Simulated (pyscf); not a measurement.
H₃Si–Si(SiH₃)(SiH₃)–Cl + F–C:–F [singlet] → F–C(F)(SiH₃)–Si(SiH₃)(SiH₃)–Cl, gas phase, singlet surface. Single points on ωB97X-D3(BJ)/def2-SVP structures (PySCF, gas phase). ΔG in kcal/mol from ωB97M-D3(BJ)/def2-TZVP energies (ideal gas, 1 atm, RRHO with modes under 100 cm⁻¹ raised to 100, one conformer, R ln 2 for chiral ones without a mode under 150 cm⁻¹).

```csv
T (K),ΔG
298,-33.0
600,?
900,-7.4
1200,+4.7
```

**Question.** Fit a line to the three values, predict ΔG at 600 K, and estimate where the reaction turns unfavourable at 1 atm of each gas.

**Answer.** Least squares gives ΔG = -45.4 + 41.9 × T/1000 K, so ΔS is about -175 J/(mol K) and ΔH about -45.4 kcal/mol over this range (ΔH at 298 K: -46.1). At 600 K the line gives -20.3; the computed value is -19.9. ΔG = 0 falls near 1080 K; 1 kcal/mol in the energy moves that by 24 K. This is thermodynamics alone and says nothing of the barrier.
